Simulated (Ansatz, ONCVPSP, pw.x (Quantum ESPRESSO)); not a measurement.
# Equation-of-state test of one ONCV potential (lithium)

| Item | Value |
| --- | --- |
| Element | Li |
| Generator | ONCVPSP 4.0.1.1 (patched build) |
| Type | optimised norm-conserving Vanderbilt (ONCV) |
| Functional | LDA (Perdew-Wang 92) |
| Relativity | scalar-relativistic |
| Frozen core | none |
| Valence charge | 3 |
| Reference configuration | 1s2 2s1 |
| Partial waves | 1s+2s: rc 1.05 bohr, ncon 4, nbas 7, qcut 10.6 1/bohr, 2 projectors; p scattering state at 0.17 Ha: rc 1.00 bohr, ncon 4, nbas 7, qcut 7 1/bohr, 1 projector; d scattering state at 0.18 Ha: rc 1.10 bohr, ncon 5, nbas 8, qcut 8.9 1/bohr, 2 projectors, debl 2.2 Ha |
| Local potential | polynomial inside 0.75 bohr (lpopt 5, dvloc0 1 Ha) |
| Core correction | none |

Atomic tests: cutoffs needed: 43 Ha and 51 Ha (the cutoffs (Ha) at which the residual kinetic energy of the hardest occupied pseudo-wave falls to 1 and 0.1 mHa per electron); ghost test: no bound ghost flagged; no localised positive-energy state flagged; largest excitation error: +659 meV (all-electron minus pseudo) for 1s1 2s1, out of 4 test configurations.

Crystal test: bcc Li in pw.x 7.5, no spin, 14³ k-points, Fermi–Dirac smearing 0.01 Ry, cutoffs 120/480 Ry. The reference is all-electron LAPW (Ansatz 0.2.0) with the same functional, mesh and smearing; V0 and B0 come from Birch–Murnaghan fits to the pressures at five volumes. Errors are pseudo minus all-electron; Δ is the rms difference of the E(V) curves that follow from these fits, minima aligned, over ±6 % about the mean V0. Mesh and smearing are coarse, so the numbers serve the comparison and aren't converged zero-temperature values; the lattice is a test structure that the element need not adopt.

All-electron: a0 = 3.366 Å (V0 = 19.06 Å³/atom), B0 = 15.0 GPa.

**Question.** How far does the potential miss the all-electron equation of state?

**Answer.** mean pressure error (GPa): +0.00; a0 (Å): 3.366; a0 error (%): +0.00; B0 error (%): +0.2; Δ (meV/atom): 0.0.

```
V (Å³/atom)  P all-electron (GPa)  P pseudo (GPa)
     18.133                  0.82            0.82
     18.610                  0.38            0.38
     19.087                 -0.02           -0.02
     19.564                 -0.37           -0.37
     20.041                 -0.69           -0.69
```

**Question.** At the middle volume, how do free energy and pressure move when the wave cutoff is lowered (ecutrho kept at four times it)?

**Answer.**

| cutoff (Ry) | shift of F (meV/atom) | shift of P (GPa) |
| --- | --- | --- |
| 54 | +1883.0 | -50.08 |
| 72 | +325.5 | -14.19 |
| 96 | +13.9 | -1.21 |

The run at the middle volume (104 k-points, 5 iterations) took about 39 s on one core of a shared host (Neoverse-N1, 64 threads, 124 GiB, load 54).
